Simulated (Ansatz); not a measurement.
Take GaAs in the zinc blende structure (space group F-43m, No. 216; a = 5.6590 Å) as the base.

Calculations: PBEsol (Ansatz, an electronic-structure program), spin-orbit coupling left out.

Modification: full substitution Ga → In; the structure is relaxed again.

Measured lattice parameter a: GaAs 5.64 Å (static lattice; corrected from measurement; as listed in Daniel Mejia-Rodriguez, S. B. Trickey, Phys. Rev. B (2018)); InAs 6.047 Å (static lattice; corrected from measurement; as listed in Daniel Mejia-Rodriguez, S. B. Trickey, Phys. Rev. B (2018)).

Q: How well does PBEsol reproduce the measured shift?

A: With PBEsol the lattice parameter a moves by +0.428 Å (5.659 → 6.087) against +0.407 Å measured.

Whether these cells are dynamically stable was not tested. All final runs are without spin polarisation.
